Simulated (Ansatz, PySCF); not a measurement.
Cohesive energy (eV/atom) of 44 elemental solids other than molecular ones, computed with PBE (Ansatz, a first-principles code, PySCF; the runs differ in potentials, basis or settings) and with r²SCAN (Ansatz, plane waves, PAW). The set holds measured phases with no doubt noted on the run or the magnetic state but for the caveats below. 5 more of the class have both values but aren't in it, for one of these reasons: built or high-temperature cells, doubts on the run or the magnetic state, unlike cells, values of zero, layered or molecular crystals. Solids without a value at one level (not run, failed, or a magnetic order lost), or held back for tests, aren't counted.

Every twentieth of the way through the set, in order of the shift (worked out from unrounded values):

| solid | PBE | r²SCAN | shift (eV/atom) |
|---|---|---|---|
| bcc Mo | 6.31 | 5.63 | -0.68 |
| hcp Ti | 5.28 | 4.67 | -0.61 |
| hcp Ru | 6.76 | 6.29 | -0.46 |
| hcp Co | 5.02 | 4.70 | -0.33 |
| fcc Rh | 5.73 | 5.44 | -0.29 |
| diamond | 7.72 | 7.50 | -0.22 |
| bcc Ta | 8.13 | 7.96 | -0.18 |
| fcc Pb | 2.95 | 2.82 | -0.13 |
| fcc Ni | 4.76 | 4.65 | -0.10 |
| bcc Cs | 0.71 | 0.68 | -0.03 |
| bcc K | 0.87 | 0.85 | -0.02 |
| white tin (β-Sn) | 3.13 | 3.14 | +0.01 |
| hcp Tl | 2.01 | 2.09 | +0.08 |
| grey tin (α-Sn) | 3.17 | 3.26 | +0.09 |
| diamond-structure Ge | 3.73 | 3.88 | +0.15 |
| fcc Al | 3.43 | 3.59 | +0.16 |
| fcc Sr | 1.61 | 1.79 | +0.18 |
| α-phase Ga | 2.63 | 2.84 | +0.21 |
| fcc Ag | 2.53 | 2.87 | +0.34 |
| fcc Cu | 3.52 | 3.89 | +0.37 |
| fcc Au | 3.05 | 3.43 | +0.38 |

The shift from PBE to r²SCAN has a median of -0.02 eV/atom, and eight in ten lie between -0.45 eV/atom and +0.34 eV/atom; r²SCAN is the larger in 20 of 44.

Ansatz's runs of these crystals have no spin polarisation, but for bcc Fe, hcp Co, fcc Ni. Meta-GGA and hybrid levels favour moments, which can bear on fcc Pd, hcp Sc, bcc Fe, hcp Co, hcp Ti, hcp Y, fcc Rh, fcc Ni.

Density-functional runs with spin start from parallel moments for bcc Fe, parallel moments for hcp Co, parallel moments for fcc Ni.

Spin–orbit coupling is left out, also for the solids with elements from indium on (bcc Ta, body-centred tetragonal In, hcp Os, bcc Ba, white tin (β-Sn), grey tin (α-Sn), bcc W, hcp Tl, fcc Ir, hcp Re and 5 more); its size isn't shown.

Free atoms are spin-polarised, in the lowest state found; at levels without +SOC their spin–orbit coupling is left out. The solid named is at each level's own relaxed cell; a reference phase can be a single point on another level's cell. Caveats: the cell is over a tenth larger than the published one (another phase or state, or a fault of the published cell, is possible) (PBE: hcp Tl). Ansatz's density-functional and Hartree–Fock values are scalar-relativistic unless marked +SOC, with PAW data made under PBE.
